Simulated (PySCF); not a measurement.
Task: What does the PBE0-D3(BJ)/def2-SVP structure of `C=CC(F)F` look like in three dimensions?

Result: 
```
atom  x, y, z in Å
C1     1.3721    0.2949   -0.0196
C2     0.1164    0.3998    0.4064
C3    -1.0096   -0.4242   -0.1294
F4    -2.0325    0.3816   -0.5035
F5    -0.6259   -1.1416   -1.2074
H6     1.6403   -0.4124   -0.8086
H7     2.1674    0.9132    0.4033
H8    -0.1668    1.1026    1.1970
H9    -1.4033   -1.1319    0.6249
```

Orientation and origin are arbitrary. Atoms count from 1 in this order. Of the pairs four or more bonds apart, F5···H6 is among the closest relative to their van der Waals radii: 2.41 Å, 90 % of the sum of Bondi's values. The 2 C–C bonds span 1.330 Å (C1=C2, drawn double) to 1.495 Å (C2–C3, drawn single), a spread of 0.165 Å.

Bonds between heavy atoms (Å): C1=C2 1.330, C2–C3 1.495, C3–F4 1.355, C3–F5 1.351.

Computed, not measured: PBE0-D3(BJ)/def2-SVP geometry optimisation, gas phase in PySCF.

Point group: C1 (no symmetry element, even within 0.4 Å). No frequency check. One conformer, not necessarily the lowest (C1–C2–C3–F4 -128°).

On one thread, Arm Neoverse V2 (aarch64), shared host with 96 logical CPUs at a one-minute load of 21, this took 21 s of wall time and 0.38 GiB of memory at its peak. That covers the optimisation of the geometry.
